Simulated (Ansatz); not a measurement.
This geometry of BH$_{4}$O (6 atoms, charge 0, multiplicity 2) is a first-order saddle point.

All numbers below come from UKS PBE0/def2-SVP (Ansatz).

```xyz
6
Properties=species:S:1:pos:R:3
B 0.034 -0.111 0.389
H 0.633 -0.584 1.670
H 0.723 0.720 -0.139
H -0.913 -0.696 -0.073
O -0.121 0.196 1.956
H -0.870 -0.325 2.282
```

Q: Which two structures does it join? (They come from a converged band through this point; their orientation in space is the band's.)

A: Bonds broken: B1–H2. Bonds formed: H2–O5.

Image 0:

```xyz
6
Properties=species:S:1:pos:R:3
B 0.108 0.038 0.754
H 0.241 -1.232 0.511
H 0.789 0.760 0.071
H -0.886 -0.524 0.134
O -0.108 0.389 2.065
H -0.659 -0.232 2.551
```

Image 8:

```xyz
6
Properties=species:S:1:pos:R:3
B -0.208 -0.072 0.223
H 0.869 -0.653 1.972
H 0.775 0.457 -0.244
H -1.338 0.335 0.084
O 0.047 -0.159 1.843
H -0.660 -0.708 2.210
```

Q: How far does it lie above each of them?

A: 128.5 kJ/mol above the first and 31.4 kJ/mol above the second. This is the barrier of this one path; another mechanism may lie lower.

Time of the run: 74 s on 1 thread of AMD EPYC 9R45 96-Core Processor (Zen 5), on a shared host, peak memory 0.13 GiB.
